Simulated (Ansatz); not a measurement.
# BH3NSi radical (SMILES B1N[SiH]1): functionals against CCSD(T) at one geometry

One table from this session's results is given with a row withheld; the runs are named, their logs left out.

The runs use Ansatz 0.2.0, Gaussian basis; single points in def2-TZVPP.

Cores are frozen in the correlated methods. Orbitals are unrestricted.

## The starting structure

6 atoms, charge 0, spin multiplicity 2.

Atoms are counted from 1 here; the program's logs count them from 0.

Bond lengths: B1–N2 1.380 Å, B1–Si3 1.919 Å, B1–H4 1.217 Å, N2–Si3 1.841 Å, N2–H5 1.036 Å, Si3–H6 1.495 Å. Angles: N2–B1–Si3 65.5°, N2–B1–H4 135.7°, Si3–B1–H4 158.5°, B1–N2–Si3 71.5°, B1–N2–H5 140.4°, Si3–N2–H5 147.7°, B1–Si3–N2 43.0°, B1–Si3–H6 127.8°, N2–Si3–H6 103.4°.

As a file:

```xyz
6
BH3NSi
B    -0.8443   -0.3142   -0.3273
N     0.4349    0.1595   -0.5357
Si   -0.0814    0.6075    1.1736
H    -1.6881   -0.8722   -1.0041
H     1.1424    0.2442   -1.2872
H     1.0845    0.1883    2.0094
```

Set-up of the first run:

File run/in.yaml:

```yaml
crystal:
  periodic: [false, false, false]
  atoms:
    - {symbol: B, position_ang: [-0.844300, -0.314200, -0.327300]}
    - {symbol: N, position_ang: [0.434900, 0.159500, -0.535700]}
    - {symbol: Si, position_ang: [-0.081400, 0.607500, 1.173600]}
    - {symbol: H, position_ang: [-1.688100, -0.872200, -1.004100]}
    - {symbol: H, position_ang: [1.142400, 0.244200, -1.287200]}
    - {symbol: H, position_ang: [1.084500, 0.188300, 2.009400]}
basis:
  gaussian: {orbitals: def2-TZVPP}
magnetization: {spin_polarized: true, initial_magnetization: 1}
correlation: {method: ccsd_t}
scf: {omitted_lower_state_checks: [cluster_reference]}
output: {forces: true}
```

The command line of these runs was not kept.

Steps of the session up to this table: CCSD(T)/def2-TZVPP; PBE0-D4/def2-TZVPP; wB97M-V/def2-TZVPP; r2SCAN-D4/def2-TZVPP; PBE-D4/def2-TZVPP; wB97X-V/def2-TZVPP; CAM-B3LYP-D4/def2-TZVPP.

One of the session's tables, all rows but one given; the rest of the session is left out.

| method | RMS force component (eV/Å) | angle to CCSD(T) forces (°) | dipole (D) |
| --- | --- | --- | --- |
| CCSD(T) | 0.616 | reference | 1.13 |
| PBE0-D4 | ? | ? | ? |
| wB97M-V | 0.602 | 16.7 | 1.05 |
| r2SCAN-D4 | 0.556 | 16.4 | 1.19 |
| PBE-D4 | 0.492 | 15.6 | 1.23 |
| wB97X-V | 0.584 | 15.8 | 1.08 |
| CAM-B3LYP-D4 | 0.602 | 25.0 | 1.02 |

Q: Estimate the row for PBE0-D4 from the others.

The run gave: RMS force component (eV/Å): 0.569; angle to CCSD(T) forces (°): 21.0; dipole (D): 1.13. In the column «RMS force component (eV/Å)» it lies between r2SCAN-D4 (0.556) and wB97X-V (0.584).
